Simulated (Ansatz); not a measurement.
Input for Ansatz (a quantum-chemistry and plane-wave program): R-B3LYP/def2-TZVPPD on H2O (SMILES O) with ghost functions. Files ending in .json are basis or fitting sets from the Basis Set Exchange.

Ansatz 0.2 input:
```yaml
crystal:
  periodic: [false, false, false]
  atoms:
    - {symbol: O, position_ang: [2.31507778, 0.33449094, -0.00055702]}
    - {symbol: H, position_ang: [2.75428278, 0.72264294, -0.76043002]}
    - {symbol: H, position_ang: [2.75296278, 0.73709494, 0.75253298]}
basis:
  gaussian:
    orbitals: def2-TZVPPD.json
    ghost_atoms:
      - {symbol: O, position_ang: [-1.12946822, 0.44835894, -0.00357302]}
      - {symbol: H, position_ang: [-0.16519922, 0.41588694, -0.00321902]}
      - {symbol: C, position_ang: [-1.59089722, -0.88709306, 0.00469998]}
      - {symbol: H, position_ang: [-2.67718322, -0.85570606, 0.00383698]}
      - {symbol: H, position_ang: [-1.26887222, -1.44657706, -0.87682902]}
      - {symbol: H, position_ang: [-1.26993422, -1.43527206, 0.89369298]}
hamiltonian:
  xc: {name: B3LYP}
scf: {lower_state_search: off}
```

Output:

```
WARN ansatz: RAYON_NUM_THREADS=1 ignored (pool sized by the plan → 1); use --threads N
Functional definition: B3LYP
these checks for a lower state are left out or cut short: stability, starts, cluster_reference, orbital_swaps, neighbouring_geometries, increment
integrals: 0.08 GiB planned
848 factors; their error is unknown
mean field: 0.86 GiB planned
mean field evaluation 1: about -2076.1327 eV, gradient 5.5e1 eV
mean field evaluation 2: about -2064.0648 eV, gradient 9.7e1 eV
mean field evaluation 4: about -2080.8347 eV, gradient 4.2e-1 eV
mean field evaluation 8: about -2080.8392 eV, gradient 1.2e-3 eV
mean field -2080.83916610 eV, -76.4694289109 hartree, gradient 3.1e-6 eV, S^2 0.000000; 0 other end points of the search recorded, 0 dependent functions left out
reference -2080.83935618 eV, -76.4694358961 hartree; 5, 5 occupied and 214, 214 virtual orbitals, 848 factors
Total energy: -2080.83935618 eV, -76.4694358961 hartree
Checks for a lower state left out: stability, starts, cluster_reference, orbital_swaps, neighbouring_geometries, increment
```

The run converged.

Cost: very roughly 1.1 core-seconds.
